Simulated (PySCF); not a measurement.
**Peak assignment**

Bonds (- single, = double, # triple, : aromatic): C1=C2 1.331 Å, C2-C3 1.501 Å, C3-C4 1.516 Å, C4-C5 1.517 Å, C5-C6 1.517 Å, C5-C1 1.501 Å, C6-C3 1.517 Å, C6-C4 1.439 Å. C1 carries H7; C2 carries H8; C3 carries H9; C4 carries H10; C5 carries H11; C6 carries H12.

- σ from GIAO-PBE0/pcSseg-2
- geometry: PBE0-D3(BJ)/def2-TZVP
- code: PySCF 2.14
- non-relativistic, isolated molecule, one computed conformer, fast rotation and ring inversion assumed for equivalent nuclei

Referencing at the same level of theory: TMS for $^{13}$C and $^{1}$H.

**Question.** Assign these signals to the numbered atoms. $^{13}$C{$^{1}$H} NMR (computed): δ 145.9 (CH), 56.3 (CH), 40.1 (CH).

**Answer.** 
145.9 → C1/C2, alkene CH: an sp2 carbon of a C=C bond
56.3 → C4/C6, three-membered-ring carbon
40.1 → C3/C5, three-membered-ring carbon: saturated and bonded to C and H only

**Question.** Assign these signals to the numbered atoms. $^{1}$H NMR (500 MHz, computed): δ 6.31 (m, 2H), 4.05 (m, 2H), 1.85 (m, 2H).

**Answer.** 
6.31 → H7/H8, hydrogen on an alkene CH: attached to an sp2 carbon and in the plane of the double bond
4.05 → H10/H12, hydrogen on a three-membered-ring carbon
1.85 → H9/H11, hydrogen on a three-membered-ring carbon

Shifts are as computed. Against solution values, carbons near 30 ppm lie about +3 ppm off and those near 130 ppm about +9 ppm. Of 1211 compounds with measured shifts, 218 miss one by over three times the rms of a fit or turn the order of signals round; such compounds aren't used in these exercises. No couplings were computed; multiplicities are counted from neighbouring protons, with m where these are inequivalent, close in shift, in a saturated or five-membered ring or joined by F or P, and br s for small geminal =CH2 splittings.
